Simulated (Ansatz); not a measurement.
The cluster Si₃H₅ (the lowest doublet isomer of a short search) was relaxed with PBE0-D4 (def2-TZVP) in Ansatz in these states: neutral doublet, neutral quartet. The geometries follow in no particular order.

A:

Cartesian coordinates in Å:
```
Si 0.000 1.686 -0.247
Si 0.043 -0.079 1.233
Si -0.385 -0.420 -1.097
H -1.774 -0.923 -1.258
H 1.472 1.817 -0.536
H -1.175 -0.447 2.000
H 0.545 -1.107 -2.028
H 1.273 -0.527 1.933
```

B:

```csv
atom,x (Å),y (Å),z (Å)
Si1,1.4532,-1.7965,-0.1915
Si2,0.5733,0.1219,0.7496
Si3,-0.8376,1.0819,-0.8337
H4,-1.5546,2.3097,-0.3855
H5,0.5965,-2.7103,-1.0040
H6,1.7006,1.0469,1.0419
H7,-1.8046,0.1114,-1.4142
H8,-0.1268,-0.1650,2.0373
```

Judge from the bond lengths which geometry belongs to which state (an estimate).

A is the neutral doublet (Si1–Si3 2.304 Å, Si2–Si3 2.394 Å, Si1–H5 1.505 Å); B is the neutral quartet (Si1–Si3 3.734 Å, Si2–Si3 2.328 Å, Si1–H5 1.493 Å).

At PBE0-D4/def2-TZVP a doublet lies 1.68 eV below the neutral quartet. These are the stationary points nearest to one start from a short search; other shapes may lie lower in each state.
